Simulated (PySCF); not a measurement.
Isomers of C4H5NO.

All values: CAM-B3LYP/def2-SVPD (PySCF) at PBE0-D3(BJ)/def2-SVP geometries, gas phase, one conformer each. Core orbitals are frozen in the response; Δα² is half the sum of the squared differences of the principal polarisabilities.

**Question.** Rank by dipole moment, highest first.
A. `CC1=CON=C1`
B. `Cc1ccon1` (3-methylisoxazole)
C. `[CH:1]#[C:2][C:3](=[O:4])[NH:5][CH3:6]` with C2–C3–N5–C6 180°
D. `N#C[C@H]1CCO1`
E. 2-methyloxazole (`Cc1ncco1`)
F. `[CH3:1][C:2](=[O:3])[CH2:4][C:5]#[N:6]` with C1–C2–C4–C5 -25°

**Answer.** D (4.53 D), C (4.04 D), A (3.51 D), B (3.08 D), F (1.59 D), E (1.38 D).

**Question.** Rank by HOMO–LUMO gap, lowest first.
A. `[CH:1]#[C:2][C:3](=[O:4])[NH:5][CH3:6]` with C2–C3–N5–C6 180°
B. `N#C[C@H]1CCO1`
C. `[O:1]=[CH:2][NH:3][CH:4]1[CH:5]=[CH:6]1` with O1–C2–N3–C4 0°, C2–N3–C4–C5 150°
D. `[N:1]#[C:2][CH2:3][C@@H:4]1[CH2:5][O:6]1` with C2–C3–C4–C5 -96°
E. `Cc1cnoc1`
F. 3-methylisoxazole (`Cc1ccon1`)

**Answer.** C (9.08 eV), A (9.28 eV), E (9.54 eV), F (9.87 eV), B (10.51 eV), D (11.11 eV).

**Question.** Rank by vertical ionisation energy (ΔSCF), lowest first.
A. `Cc1cnoc1`
B. `[O:1]=[CH:2][NH:3][CH:4]1[CH:5]=[CH:6]1` with O1–C2–N3–C4 0°, C2–N3–C4–C5 150°
C. `[N:1]#[C:2][CH2:3][C@@H:4]1[CH2:5][O:6]1` with C2–C3–C4–C5 -96°
D. `[CH3:1][C:2](=[O:3])[CH2:4][C:5]#[N:6]` with C1–C2–C4–C5 -25°
E. `Cc1ccon1` (3-methylisoxazole)
F. `N#C[C@H]1CCO1`

**Answer.** B (9.34 eV), A (9.76 eV), E (10.00 eV), D (10.47 eV), F (10.68 eV), C (11.08 eV).

All values together:

```csv
SMILES,μ (D),HOMO (eV),LUMO (eV),α (Å³),Δα (Å³),ΔSCF removal energy (eV)
N#C[C@H]1CCO1,4.53,-9.73,0.79,7.73,2.95,10.68
Cc1cnoc1,3.51,-8.85,0.69,8.04,3.55,9.76
Cc1ccon1,3.08,-9.10,0.76,8.08,3.88,10.00
C#CC(=O)NC,4.04,-9.13,0.15,8.81,5.51,9.93
CC(=O)CC#N,1.59,-9.55,-0.06,7.99,3.51,10.47
N#CCCC=O,3.10,-9.67,-0.15,8.03,3.89,10.72
O=CNC1C=C1,4.51,-8.50,0.58,8.52,3.63,9.34
N#CC[C@@H]1CO1,2.27,-10.09,1.02,7.80,2.67,11.08
Cc1cocn1,1.43,-8.34,0.92,8.03,3.72,9.25
C[C@H](C#N)C=O,2.81,-9.76,-0.51,8.03,2.81,10.78
Cc1ncco1,1.38,-8.34,1.11,8.12,4.01,9.26
```

Conformers: `[CH:1]#[C:2][C:3](=[O:4])[NH:5][CH3:6]` with C2–C3–N5–C6 180°; `[CH3:1][C:2](=[O:3])[CH2:4][C:5]#[N:6]` with C1–C2–C4–C5 -25°; `[N:1]#[C:2][CH2:3][CH2:4][CH:5]=[O:6]` with C2–C3–C4–C5 180°, C3–C4–C5–O6 0°; `[O:1]=[CH:2][NH:3][CH:4]1[CH:5]=[CH:6]1` with O1–C2–N3–C4 0°, C2–N3–C4–C5 150°; `[N:1]#[C:2][CH2:3][C@@H:4]1[CH2:5][O:6]1` with C2–C3–C4–C5 -96°; `[CH3:1][C@H:2]([C:3]#[N:4])[CH:5]=[O:6]` with C1–C2–C5–O6 -95°.

**Question.** By how much does the ΔSCF value exceed −ε(HOMO) over the species that have both?

**Answer.** By 0.80 to 1.05 eV, 0.93 eV on average, over 11 species.
